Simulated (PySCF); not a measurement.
# Shapes and spin states of OF₂

Method: PySCF, PBE, basis O def2-TZVP, F def2-TZVP (no relativity, density fitting).

Relaxations began from a few typed shapes and spin states; open shells are unrestricted. The search is not exhaustive: other isomers or separated fragments can lie lower, and high-lying points may rest on an excited occupation.

| spin | group | bonds | angles | imaginary modes (cm⁻¹) | ΔE (kJ/mol) | ΔE with ZPE (kJ/mol) |
| --- | --- | --- | --- | --- | --- | --- |
| singlet | C2v | O–F 1.421 Å (×2) | F–O–F 104.7° | none | 0.0 | 0.0 |
| triplet | C2v | O–F 1.553 Å (×2) | F–O–F 143.9° | none | 102.5 | 96.3 |
| triplet | D∞h | O–F 1.585 Å (×2) | F–O–F 180.0° | 383i, 383i | 127.4 | – |

The lowest minimum found is the singlet C2v: O–F 1.421 Å (×2); F–O–F 104.7°.

Counting electrons, oxygen keeps 4 of its valence electrons outside its bonds, so the VSEPR class is AX2E2 and the expected shape is bent (C2v), as computed.
